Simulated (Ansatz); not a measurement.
C4H5Cl can be A, `ClC1=CCC1`, or B, `C=C=C(C)Cl`.

Computed with Ansatz on PBE0-D4/def2-TZVP structures; ΔE is electronic, products minus reactants. CCSD(T)/CBS adds triple-zeta CCSD(T) − MP2 to the extrapolated MP2 energy (def2 sets, frozen cores). DFT in def2-TZVPP. B3LYP here is the variant with VWN-RPA as its local correlation; programs differ in this.

**Question.** Which is lower in electronic energy at CCSD(T)/CBS, and by how much? (Best estimate.)

**Answer.** The calculation gave: A, by 22.6 kJ/mol.

**Question.** Give E(B) − E(A) in kJ/mol with BLYP-D4, PBE-D4, LDA (SPW92), B3LYP-D4, B2PLYP, ωB97M-V, HF/def2-TZVPP. (Best estimate.)

**Answer.** The calculation gave: BLYP-D4 -6.8, PBE-D4 20.2, LDA (SPW92) 35.8, B3LYP-D4 3.9, B2PLYP 12.1, ωB97M-V 21.9, HF/def2-TZVPP 10.5. The order is the other way round with BLYP-D4.

**Question.** Does the order hold for the free energy at 298.15 K (harmonic terms from PBE0-D4)? (Estimate.)

**Answer.** The calculation gave: Yes: G(B) − G(A) = +12.3 kJ/mol.

Largest T1 diagnostic: 0.011.

In def2-TZVPP, CCSD(T) changes the Hartree–Fock value by +11.9 kJ/mol (the triples alone add −0.4 kJ/mol) and MP2 by +22.2 kJ/mol. From PBE to PBE0 (25 % exact exchange), in def2-TZVPP and without D4, E(B) − E(A) moves by +11.1 kJ/mol.
